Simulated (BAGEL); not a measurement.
**One shape, several levels: H3O+ (oxonium)**

We compute a comparison of 3 runs (CASPT2(8,7)/6-31G*, FCI/STO-3G, FCI/3-21G) of H3O+ (oxonium). 

The calculation is run with BAGEL 1.2.2.

### 1 The structure to begin with

H3O+ has 4 atoms, charge +1, and is taken as a singlet. SMILES: `[OH3+]`. One bond was lengthened or shortened from a relaxed shape.

Bond lengths: O1–H2 0.983 Å, O1–H3 1.131 Å, O1–H4 0.984 Å. Angles: H2–O1–H3 112.0°, H2–O1–H4 112.0°, H3–O1–H4 112.0°.

### 2 The energy at CASPT2(8,7)/6-31G(d) (density fitting with qzvpp-jkfit, spherical functions) (run 1)

File input.json:

```json
{ "bagel": [

{
  "title": "molecule",
  "basis": "6-31gs.json",
  "df_basis": "qzvpp-jkfit",
  "angstrom": true,
  "geometry": [
    { "atom": "O", "xyz": [    0.287479,   -0.015175,    0.049429 ] },
    { "atom": "H", "xyz": [    0.305659,    0.965285,    0.122799 ] },
    { "atom": "H", "xyz": [   -0.413410,   -0.366620,   -0.765680 ] },
    { "atom": "H", "xyz": [    0.094559,   -0.445955,    0.912449 ] }
  ]
},
{ "title": "hf", "charge": 1 },
{ "title": "casscf", "nstate": 1, "nact": 7, "nclosed": 1, "charge": 1, "maxiter": 200, "natocc": true },
{ "title": "print", "file": "orbitals.molden", "orbitals": true },
{ "title": "smith", "method": "caspt2", "ms": true, "xms": true, "sssr": true, "shift": 0.0, "ncore": 1 }

]}
```

The basis set 6-31G* is read from a file made from the Basis Set Exchange's data (not shown).

The run is started by

```console
BAGEL_NUM_THREADS=1 BAGEL input.json > input.out
```

The log of the run:

```text
* using 1 threads per process

  ===============================================================
  ===============================================================

  *** Geometry ***

  { "atom" : "O", "xyz" : [      0.543257,     -0.028677,      0.093407 ] },
  { "atom" : "H", "xyz" : [      0.577612,      1.824124,      0.232056 ] },
  { "atom" : "H", "xyz" : [     -0.781232,     -0.692811,     -1.446925 ] },
  { "atom" : "H", "xyz" : [      0.178691,     -0.842733,      1.724279 ] },

  Number of auxiliary basis functions:      131

  Since a DF basis is specified, we compute 2- and 3-index integrals:
    o Being stored without compression. Storage requirement is 0.000 GB

  Number of basis functions:       20
  Number of electrons      :       11

    * METHOD: MOLECULE                             0.01

  *** RHF ***

  === Nuclear Repulsion ===
    13.2793016152

      * DIIS with orbital gradients will be used.

  === RHF iteration (6-31gs.json) ===
      0        -76.21249441          0.04515387           0.00
      1        -76.25626268          0.02219109           0.00
      2        -76.26922064          0.00400177           0.00
[... 8 lines of this table left out ...]
     11        -76.26970062          0.00000000           0.00
    * SCF iteration converged.

    * Permanent dipole moment:
           (    0.727104,    -0.138600,    -0.054255) a.u.

    * METHOD: HF                                   0.02

  ---------------------------
      CASSCF calculation
  ---------------------------

    * nstate   :      1
    * nclosed  :      1
    * nact     :      7
    * nvirt    :     12
  === CASSCF iteration (6-31gs.json) ===

    * Using the second-order algorithm

      0  0       -76.29026496     9.38e-03      0.00

      1  0       -76.35540010     6.32e-03      0.01
[... 53 lines of this table left out ...]
     28  0       -76.36319722     7.93e-09      0.01

    * Second-order optimization converged. *

     guess   0:   closed 1111...              open .......

  === FCI iteration ===

      0  0       -76.26862735     1.47e-02      0.00
      1  0       -76.35660494     4.33e-03      0.00
      2  0       -76.36287673     9.80e-04      0.00
[... 11 lines of this table left out ...]
     14  0 *     -76.36319722     4.26e-11      0.00

     * ci vector, state   0, <S^2> = -0.0000
       2222...     0.9824343217
       222.2..    -0.0950685123
       22.2.2.    -0.0664583535
       2.22..2    -0.0618529422

    * METHOD: CASSCF                               0.25

    * METHOD: PRINT                                0.00

  === SMITH program ===

    * freezing 1 orbital

    * Approximate memory requirement for SMITH calulation per MPI process:
      o Storage requirement for T-amplitude, lambda, and residual is 0.00 GB
      o Storage requirement for MO integrals is 0.00 GB
    * Calculating and saving rdm4f

    * Zeroth order energy : state  0      -10.0082796531

    * CASPT2 iteration is performed using redundant basis

      ---- iteration ----

        0    -0.09580269     0.01383605      0.02
        1    -0.09657247     0.00136491      0.02
        2    -0.09658520     0.00016880      0.02
        3    -0.09658537     0.00002475      0.02
        4    -0.09658537     0.00000279      0.02
        5    -0.09658537     0.00000036      0.02

      -------------------

    * CASPT2 energy : state  0      -76.4597825972
        reference weight              0.9780879251

    * METHOD: SMITH                                0.32

  ===============================================================
```

It took 0.9 s on 1 thread of Intel Xeon 6975P-C (Granite Rapids), shared host; peak memory 0.08 GiB.

### 3 The energy at FCI/STO-3G (density fitting with qzvpp-jkfit) (run 2)

File job.json:

```json
{ "bagel" : [

{
  "title" : "molecule",
  "basis" : "sto-3g",
  "df_basis" : "qzvpp-jkfit",
  "angstrom" : "true",
  "geometry" : [
    { "atom" : "O", "xyz" : [    0.287479,   -0.015175,    0.049429 ] },
    { "atom" : "H", "xyz" : [    0.305659,    0.965285,    0.122799 ] },
    { "atom" : "H", "xyz" : [   -0.413410,   -0.366620,   -0.765680 ] },
    { "atom" : "H", "xyz" : [    0.094559,   -0.445955,    0.912449 ] }
  ]
},
{ "title" : "hf", "charge" : 1 },
{ "title" : "fci", "nstate" : 1, "charge" : 1, "ncore" : 1 }

]}
```

The run is started by

```console
BAGEL_NUM_THREADS=1 BAGEL job.json > job.out
```

The log of the run:

```text
* using 1 threads per process

  ===============================================================
  ===============================================================

  *** Geometry ***

  { "atom" : "O", "xyz" : [      0.543257,     -0.028677,      0.093407 ] },
  { "atom" : "H", "xyz" : [      0.577612,      1.824124,      0.232056 ] },
  { "atom" : "H", "xyz" : [     -0.781232,     -0.692811,     -1.446925 ] },
  { "atom" : "H", "xyz" : [      0.178691,     -0.842733,      1.724279 ] },

  Number of auxiliary basis functions:      131

  Since a DF basis is specified, we compute 2- and 3-index integrals:
    o Being stored without compression. Storage requirement is 0.000 GB

  Number of basis functions:        8
  Number of electrons      :       11

    * METHOD: MOLECULE                             0.01

  *** RHF ***

  === Nuclear Repulsion ===
    13.2793016152

      * DIIS with orbital gradients will be used.

  === RHF iteration (sto-3g) ===
      0        -75.30806275          0.01885225           0.00
      1        -75.31275694          0.00419190           0.00
      2        -75.31319714          0.00139987           0.00
      3        -75.31325613          0.00028870           0.00
      4        -75.31326014          0.00004990           0.00
      5        -75.31326025          0.00000522           0.00
      6        -75.31326025          0.00000113           0.00
      7        -75.31326025          0.00000005           0.00
      8        -75.31326025          0.00000001           0.00
    * SCF iteration converged.

    * Permanent dipole moment:
           (    0.713269,    -0.158123,    -0.092583) a.u.

    * METHOD: HF                                   0.02

  ---------------------------
        FCI calculation
  ---------------------------

  Performs exactly the same way as Knowles & Handy 1984 CPL

  o alpha-beta strings
      length:            70
  o size of the space
      determinant space:  1225
      spin-adapted space: 490

  o single displacement lists (alpha)
      length:           560
  o single displacement lists (beta)
      length:           560

     guess   0:   closed 1111...              open .......

  === FCI iteration ===

      0  0       -75.31326025     1.09e-02      0.00
      1  0       -75.37832169     3.33e-03      0.00
      2  0       -75.38286555     1.04e-03      0.00
      3  0       -75.38331238     2.29e-04      0.00
      4  0       -75.38333685     8.42e-05      0.00
      5  0       -75.38333987     1.64e-05      0.00
      6  0       -75.38334004     5.50e-06      0.00
      7  0       -75.38334006     1.43e-06      0.00
      8  0       -75.38334006     3.48e-07      0.00
      9  0       -75.38334006     8.66e-08      0.00
     10  0       -75.38334006     2.16e-08      0.00
     11  0       -75.38334006     4.28e-09      0.00
     12  0       -75.38334006     1.16e-09      0.00
     13  0       -75.38334006     2.54e-10      0.00
     14  0 *     -75.38334006     6.08e-11      0.00

     * ci vector, state   0, <S^2> = 0.0000
       2222...     0.9815264360
       2.22..2    -0.0714162720
       22.22..    -0.0637139943
       22.2.2.    -0.0576750450

    * METHOD: FCI                                  0.00

  ===============================================================
```

Run time: 0.36 s. Hardware: 1 thread of Intel Xeon 6975P-C (Granite Rapids), shared host; peak memory 0.08 GiB.

### 4 The energy at FCI/3-21G (density fitting with qzvpp-jkfit) (run 3)

File input.json:

```json
{ "bagel": [

{
  "title": "molecule",
  "basis": "3-21g",
  "df_basis": "qzvpp-jkfit",
  "angstrom": true,
  "geometry": [
    { "atom": "O", "xyz": [       0.287479,      -0.015175,       0.049429 ] },
    { "atom": "H", "xyz": [       0.305659,       0.965285,       0.122799 ] },
    { "atom": "H", "xyz": [      -0.413410,      -0.366620,      -0.765680 ] },
    { "atom": "H", "xyz": [       0.094559,      -0.445955,       0.912449 ] }
  ]
},

{ "title": "hf", "charge": 1 },

{ "title": "fci", "nstate": 1, "charge": 1, "ncore": 1 }

]}
```

The run is started by

```console
BAGEL_NUM_THREADS=1 BAGEL input.json > input.out
```

The log of the run:

```text
* using 1 threads per process

  ===============================================================
  ===============================================================

  *** Geometry ***

  { "atom" : "O", "xyz" : [      0.543257,     -0.028677,      0.093407 ] },
  { "atom" : "H", "xyz" : [      0.577612,      1.824124,      0.232056 ] },
  { "atom" : "H", "xyz" : [     -0.781232,     -0.692811,     -1.446925 ] },
  { "atom" : "H", "xyz" : [      0.178691,     -0.842733,      1.724279 ] },

  Number of auxiliary basis functions:      131

  Since a DF basis is specified, we compute 2- and 3-index integrals:
    o Being stored without compression. Storage requirement is 0.000 GB

  Number of basis functions:       15
  Number of electrons      :       11

    * METHOD: MOLECULE                             0.01

  *** RHF ***

  === Nuclear Repulsion ===
    13.2793016152

      * DIIS with orbital gradients will be used.

  === RHF iteration (3-21g) ===
      0        -75.83965560          0.04119109           0.00
      1        -75.86622964          0.01784822           0.00
      2        -75.87042453          0.00342055           0.00
      3        -75.87066284          0.00036672           0.00
      4        -75.87066874          0.00006985           0.00
      5        -75.87066898          0.00001320           0.00
      6        -75.87066899          0.00000176           0.00
      7        -75.87066899          0.00000049           0.00
      8        -75.87066899          0.00000012           0.00
      9        -75.87066899          0.00000004           0.00
     10        -75.87066899          0.00000001           0.00
    * SCF iteration converged.

    * Permanent dipole moment:
           (    0.844287,    -0.180793,    -0.098343) a.u.

    * METHOD: HF                                   0.02

  ---------------------------
        FCI calculation
  ---------------------------

  Performs exactly the same way as Knowles & Handy 1984 CPL

  o alpha-beta strings
      length:          2002
  o size of the space
      determinant space:  1002001
      spin-adapted space: 273273

  o single displacement lists (alpha)
      length:         44044
  o single displacement lists (beta)
      length:         44044
 Constructing space of all determinants that can formed by removing 1 electron from 4 alpha and 4 beta electrons.

 Space is made up of 4 determinants.
  o forming links

     guess   0:   closed 1111..........       open ..............

  === FCI iteration ===

      0  0       -75.87066899     7.51e-04      1.14
      1  0       -75.99962759     2.56e-04      1.16
      2  0       -76.01142615     8.05e-05      1.17
      3  0       -76.01259527     2.61e-05      1.16
      4  0       -76.01271387     9.41e-06      1.22
      5  0       -76.01272760     3.10e-06      1.17
      6  0       -76.01272932     1.11e-06      1.17
      7  0       -76.01272957     4.46e-07      1.21
      8  0       -76.01272961     1.59e-07      1.15
      9  0       -76.01272961     5.58e-08      1.28
     10  0       -76.01272961     1.72e-08      1.15
     11  0       -76.01272961     6.14e-09      1.16
     12  0       -76.01272961     1.98e-09      1.27
     13  0       -76.01272961     6.48e-10      1.21
     14  0       -76.01272961     2.22e-10      1.20
     15  0 *     -76.01272961     7.23e-11      1.06

     * ci vector, state   0, <S^2> = -0.0000
       2222..........     0.9773204559

    * METHOD: FCI                                 19.47

  ===============================================================
```

It took 20 s on 1 thread of Intel Xeon 6975P-C (Granite Rapids), shared host; peak memory 0.73 GiB.

### 5 All runs side by side

| run | level | iteration cap | active rule | energy (Eh) | wall time |
| --- | --- | --- | --- | --- | --- |
| 1 | CASPT2(8,7)/6-31G* (density fitting with qzvpp-jkfit, spherical functions) | 200 | valence | -76.459783 | 0.9 s |
| 2 | FCI/STO-3G (density fitting with qzvpp-jkfit) | – | – | -75.383340 | 0.36 s |
| 3 | FCI/3-21G (density fitting with qzvpp-jkfit) | – | – | -76.012730 | 20 s |

### 6 Outcome

| quantity | value |
| --- | --- |
| run 3: total energy | -76.01273 Eh |

In words: In run 2 the basis is minimal, so the values are rough. All runs together took 21 s, the longest 20 s.
